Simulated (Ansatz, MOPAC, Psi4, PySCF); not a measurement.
Process, species as SMILES: C=N (CH3N) + 2 [H][H] (H2) → C (CH4) + N (NH3)

Wanted: energy of full hydrogenation (enthalpy at 298 K), in kcal/mol. Conventions: no dispersion term unless named; spin-orbit terms left out; six Cartesian d functions in 6-31G* and its kin unless marked 5d; PM7 with its own dispersion and hydrogen-bond terms; non-relativistic. Ab initio and DFT rows: single points at B3LYP-D3(BJ) geometries (Ansatz, an electronic-structure program), with unscaled harmonic terms from B3LYP/6-31G* at its own minima. Semi-empirical rows: MOPAC heats of formation at their own minima for 298 K.

| species | coefficient | E at wB97X-D/6-31G* (Psi4), Eh | E at M06-2X/def2-TZVPD (PySCF), Eh | H(298 K) - E, kcal/mol | heat of formation at PM7 (MOPAC), kcal/mol |
|---|---|---|---|---|---|
| C=N (CH3N) | -1 | -94.59130 | -94.62075 | 27.56 | 22.78 |
| [H][H] (H2) | -2 | -1.17193 | -1.16852 | 8.44 | -32.01 |
| C (CH4) | +1 | -40.50183 | -40.50048 | 30.76 | -14.40 |
| N (NH3) | +1 | -56.52922 | -56.55130 | 24.05 | -4.26 |

Measured values: Active Thermochemical Tables 1.112 (ions: stationary electron), as tabulated in the package chemicals; they hold spin-orbit and core effects, anharmonicity.  Value to compare with, the measured value: -49.9 kcal/mol. 1 Eh = 627.5095 kcal/mol.

Compute it at each level from the table, and compare with the measured value.


- wB97X-D/6-31G*: the sum of coefficient times E is -0.09589 Eh, or -60.17 kcal/mol; the thermal terms add 10.37. Result: -49.8 kcal/mol. Its error against the measured value is 0.1 kcal/mol.
- M06-2X/def2-TZVPD: the sum of coefficient times E is -0.09399 Eh, or -58.98 kcal/mol; the thermal terms add 10.37. Result: -48.6 kcal/mol. Its error against the measured value is 1.3 kcal/mol.
- PM7: the sum of coefficient times heat of formation is 22.58 kcal/mol; it needs no thermal term. Its error against the measured value is 72.5 kcal/mol.
